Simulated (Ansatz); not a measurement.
A made-up structure of CH₂AlO (charge -1), closed shell:

```json
{"atom": "C1", "x (Å)": "-0.5580", "y (Å)": "-0.1904", "z (Å)": "0.4449"}
{"atom": "O2", "x (Å)": "-1.5891", "y (Å)": "-0.7389", "z (Å)": "0.6656"}
{"atom": "Al3", "x (Å)": "1.1999", "y (Å)": "0.6385", "z (Å)": "0.2985"}
{"atom": "H4", "x (Å)": "0.3586", "y (Å)": "-0.9229", "z (Å)": "-0.2656"}
{"atom": "H5", "x (Å)": "0.0998", "y (Å)": "-1.0180", "z (Å)": "0.5225"}
```

It is relaxed with PBE-D4/def2-SVPD and then PBE0-D4/def2-TZVPD (Ansatz 0.2.0). Atoms count as bonded within 1.22 times the sum of their covalent radii (H–H: 0.88 Å). The end point is not checked to be a true minimum.

Question: Does its bonding change? (Judge from chemistry; the calculation decides.)

Answer: Computed: Yes. Formed: Al3–H4, Al3–H5; broken: C1–H5, H4–H5.

Where it ends: The first stage lowers the energy by 3.18 eV in 9 steps. It ends as CH₂AlO ([O][C][AlH2]), total charge -1:
```xyz
5
angstrom
C -1.1532 -0.3018 0.4914
O -2.2954 -0.1832 0.6572
Al 0.7918 0.0226 0.2787
H 0.9120 -0.7102 -1.1880
H 1.2560 -1.0590 1.4267
```

Labels in which every atom is bracketed show which atoms are joined, not bond orders.

For scale, one of the runs: PBE0-D4/def2-TZVPD relaxation, 138 basis functions, launched by `ansatz run in.yaml --threads 2 --pin off --events-out ev --progress --plain --max-ram 4352MiB`. Hardware: 2 CPU threads of an Arm Neoverse V1, shared host. Wall time about 52 s.
